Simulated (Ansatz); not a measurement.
Consider the isomerisation: `CCC(O)(O)F` → `CC(O)(F)CO`.

Gas-phase electronic energies from Ansatz, PBE0-D4/def2-TZVP geometries. CCSD(T)/CBS adds triple-zeta CCSD(T) − MP2 to the extrapolated MP2 energy (def2 sets, frozen cores). DFT in def2-TZVPP. Each species was taken in one conformer, which may not be the lowest.

`CCC(O)(O)F`:

Z-matrix (Å, degrees):
```
C
C 1 1.516
H 1 1.091 2 110.4
H 1 1.091 2 110.9 3 -119.8
H 1 1.091 2 111.3 3 120.1
C 2 1.515 1 113.1 3 -179.2
H 2 1.094 1 111.1 3 -58.3
H 2 1.092 1 111.2 3 60.3
O 6 1.375 2 108.5 1 -177.1
O 6 1.390 2 114.4 1 57.4
F 6 1.370 2 109.6 1 -58.0
H 9 0.965 6 107.2 2 -178.3
H 10 0.962 6 107.5 2 61.2
```

`CC(O)(F)CO`:

Z-matrix (Å, degrees):
```
C
C 1 1.508
H 1 1.090 2 110.2
H 1 1.090 2 109.7 3 -120.0
H 1 1.093 2 110.2 3 119.4
O 2 1.384 1 112.8 3 -174.9
F 2 1.392 1 107.8 3 -54.8
C 2 1.521 1 114.4 3 63.5
H 6 0.962 2 109.3 1 40.7
O 8 1.402 2 111.8 1 63.9
H 8 1.097 2 107.3 1 -172.5
H 8 1.091 2 109.2 1 -55.1
H 10 0.963 8 106.9 2 58.1
```

```csv
level,ΔE (kJ/mol)
PBE-D4,35.3
PBE0-D4,38.1
PBE0,38.3
HF/def2-TZVPP,39.9
CCSD/def2-TZVPP,37.2
MP2/def2-QZVPP,37.5
SCS-MP2/def2-QZVPP,35.6
MP2/CBS(def2),37.0
```

(1) What does CCSD(T)/CBS give? (Best estimate.)

Largest T1 diagnostic among the species: 0.011.

## Answers

(1) Ansatz gave: +35.5 kJ/mol. The listed levels differ from it by -0.2, 2.6, 2.8, 4.4, 1.7, 2.0, 0.1, 1.5 kJ/mol.
